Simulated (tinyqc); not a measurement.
UHF in the sto-6g basis, for NH, spin multiplicity 3, step by step. This run ends on a higher stationary point, not on the lowest solution. Computed by tinyqc, a small Python program that keeps every step (integrals from PySCF). Settings: charge = 0, multiplicity = 3, basis = sto-6g, energy threshold = 1e-09, iteration cap = 89, orthogonalisation = canonical, start = core, DIIS depth = 3, method = UHF. Command: `OMP_NUM_THREADS=1 python tinyqc.py 25636 25637 out.jsonl` (the two numbers bound the seeds that draw the settings). One thread of a shared host (Intel(R) Xeon(R) Processor @ 2.60GHz), about 0.2 s of CPU time with the checks.

Geometry (angstrom):
```
atom         x         y         z
N     0.000000  0.000000  0.000000
H     0.000000  0.000000  1.634000
```

Stop when the energy changes by less than 1e-09 hartree and every element of the error matrix X^T (F D S - S D F) X (for each spin) is below 9e-06.

Course of the cycle:
```
iteration   E (hartree)     change  largest element of the error matrix
1          -54.15153148          -                             1.33e-01
2          -54.59317318  -4.42e-01                             1.25e-01
3          -54.67519067  -8.20e-02                             3.84e-02
4          -54.68952388  -1.43e-02                             2.24e-02
5          -54.69523668  -5.71e-03                             2.38e-02
6          -54.66577406   2.95e-02                             7.02e-03
7          -54.66649919  -7.25e-04                             5.39e-03
8          -54.66598279   5.16e-04                             8.06e-04
9          -54.66598579  -3.00e-06                             2.61e-04
10         -54.66598494   8.47e-07                             1.43e-04
11         -54.66598458   3.60e-07                             4.68e-05
12         -54.66598455   3.54e-08                             1.10e-05
13         -54.66598455   7.86e-10                             1.53e-06
```

Can the last value be used, and what does the course show?

No, though the log alone does not show it. Converged in 13 iterations. But the solution lies 0.06513 hartree above the reference: it is another stationary point, not the lowest one. Reruns (cap 100 unless said): DIIS 8: converged in 12 to a higher stationary point; damping 0.5: converged in 50; level shift 0.5: converged in 42; atomic densities as start, DIIS 8: converged in 12 to a higher stationary point. PySCF UHF in the same basis, after a stability check = -54.73111559 hartree.
